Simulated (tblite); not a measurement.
# F2H3PS: the cost of one run

Programs: tblite 0.8.0 and PySCF 2.14.0. All values are calculated, for the isolated system unless a continuum is named. Atoms count from 0, parts from 1.

### 1 The system as given

7 atoms, charge 0, multiplicity 1; geometry: rigid parts in contact. Parts: 1 = atoms 0–2, `FSF`, charge 0; 2 = atoms 3–6, `P`, charge 0.

### 2 Bringing the parts together with GFN2-xTB

What the job is given:

```
{"job": {"kind": "dock", "xc": "GFN2-xTB", "basis": "xTB"}, "charge": 0, "multiplicity": 1, "parts": [{"atoms": "0-2", "charge": 0, "multiplicity": 1}, {"atoms": "3-6", "charge": 0, "multiplicity": 1}]}
F      1.226025    -0.360992     0.001827
S      0.001232     0.718277    -0.000382
F     -1.227257    -0.357285    -0.001445
P      3.723340    -1.741069     0.717620
H      3.115777    -2.122193     1.904847
H      4.692794    -2.725986     0.831997
H      4.519724    -0.804903     1.360489
```

With the program's defaults for keys left out, this is: GFN2-xTB search for minima from random contacts, gas phase.

Command:

```sh
$ OMP_NUM_THREADS=1 python cluster_run.py task.json out
```

One launch serves the whole session: the jobs run in the order shown.

**Question.** How long does this first job take on 1 thread of Arm Neoverse V1, shared host?

About 7.5 s.
